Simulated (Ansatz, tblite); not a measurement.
# The cluster CuF₂: rung by rung

The task here is to estimate one member of a computed series from the others.

The runs use Ansatz 0.2.0, Gaussian basis; as each input shows.

Levels to be run: GFN1-xTB, GFN2-xTB, PBE-D4/def2-TZVP, r2SCAN-D4/def2-TZVP, LDA/def2-TZVP, ωB97M-V/def2-TZVP, B97M-V/def2-TZVP, r2SCANh-D4/def2-TZVP, LC-ωPBE/def2-TZVP, PBE-D4/def2-SVP, PBE0-D4/def2-SVP, HF/6-31G, B3LYP-D4/6-31G, PBE0-D4/def2-TZVPD, PBE-D4/def2-TZVPD, r2SCAN-D4/def2-TZVPD, CCSD(T)/def2-TZVPP, MP2/def2-TZVP, RPA/def2-TZVP, CCSD(T)/def2-TZVPD.

2 further runs of the same task are left out: 2 set aside as unsound or not needed. Runs told in other sessions of the task aren't counted.

### The relaxed structure

The doublet was relaxed beforehand with PBE-D4/def2-TZVP. At that level it is the lowest of the isomers that a small search found.

3 atoms, charge 0, spin multiplicity 2.

Bond lengths: Cu1–F2 1.738 Å, Cu1–F3 1.738 Å. Angles: F2–Cu1–F3 180.0°.

No spin-orbit coupling is included.

PBE0-D4/def2-TZVP was run before; its log isn't repeated, and its numbers join the tables.

The first run:

Tight binding, by tblite at 300 K electronic temperature and without a spin-polarisation term:

```python
tblite.interface.Calculator('GFN1-xTB', numbers, positions, charge=0, uhf=1).singlepoint()
```

Tight binding, by tblite at 300 K electronic temperature and without a spin-polarisation term:

```python
tblite.interface.Calculator('GFN2-xTB', numbers, positions, charge=0, uhf=1).singlepoint()
```

start.molden holds the orbitals of an earlier run on this state, given as this run's starting guess.

Contents of in.yaml:

```yaml
crystal:
  periodic: [false, false, false]
  atoms:
    - {symbol: Cu, position_ang: [0.000083, 0.000051, -0.000119]}
    - {symbol: F, position_ang: [-0.347487, 1.637384, 0.466690]}
    - {symbol: F, position_ang: [0.347404, -1.637435, -0.466571]}
basis:
  gaussian: {orbitals: def2-TZVP, initial_orbitals: start.molden}
magnetization: {spin_polarized: true, initial_magnetization: 1}
hamiltonian: {xc: pbe, dispersion: d4}
scf: {omitted_lower_state_checks: [starts]}
output: {orbitals: {seedname: orbitals}}
```

Started as:

```sh
> ansatz run in.yaml --threads 4 --pin off --events-out ev --progress --plain --max-ram 3916MiB
```

Among the steps run: PBE-D4/def2-TZVP; r2SCAN-D4/def2-TZVP; LDA/def2-TZVP; ωB97M-V/def2-TZVP; B97M-V/def2-TZVP; r2SCANh-D4/def2-TZVP; LC-ωPBE/def2-TZVP; PBE-D4/def2-SVP; PBE0-D4/def2-SVP; HF/6-31G; B3LYP-D4/6-31G; PBE0-D4/def2-TZVPD; PBE-D4/def2-TZVPD; r2SCAN-D4/def2-TZVPD; CCSD(T)/def2-TZVPP; MP2/def2-TZVP; RPA/def2-TZVP; CCSD(T)/def2-TZVPD.

One of the session's tables, all rows but one given; the rest of the session is left out.

It belongs to the step «Levels side by side». 

```
               level  HOMO (eV)  LUMO (eV)  gap (eV)
            HF/6-31G     -14.91       0.20     15.11
       LDA/def2-TZVP      -7.97      -8.18     -0.21
     PBE-D4/def2-SVP      -7.12      -7.10      0.02
    PBE-D4/def2-TZVP      -7.70      -7.67      0.03
   PBE-D4/def2-TZVPD      -7.75      -7.72      0.03
 r2SCAN-D4/def2-TZVP      -8.25      -7.41      0.84
r2SCAN-D4/def2-TZVPD      -8.31      -7.42      0.89
    B97M-V/def2-TZVP      -8.49      -7.41      1.08
r2SCANh-D4/def2-TZVP      -9.15      -6.73      2.41
      B3LYP-D4/6-31G      -8.93      -5.55      3.38
    PBE0-D4/def2-SVP      -9.41      -5.87      3.55
   PBE0-D4/def2-TZVP     -10.04      -6.02      4.02
  PBE0-D4/def2-TZVPD     -10.09      -6.00      4.10
   LC-ωPBE/def2-TZVP          ?          ?         ?
   ωB97M-V/def2-TZVP     -12.61      -3.74      8.87
```

Estimate the missing values for LC-ωPBE/def2-TZVP.

**Answer.** HOMO (eV): -12.85; LUMO (eV): -3.80; gap (eV): 9.04. In the column «HOMO (eV)» it lies between HF/6-31G (-14.91) and ωB97M-V/def2-TZVP (-12.61).

Limits of these values: LDA leaves an empty level below a filled one, so this occupation isn't an aufbau state there; left out of the range.
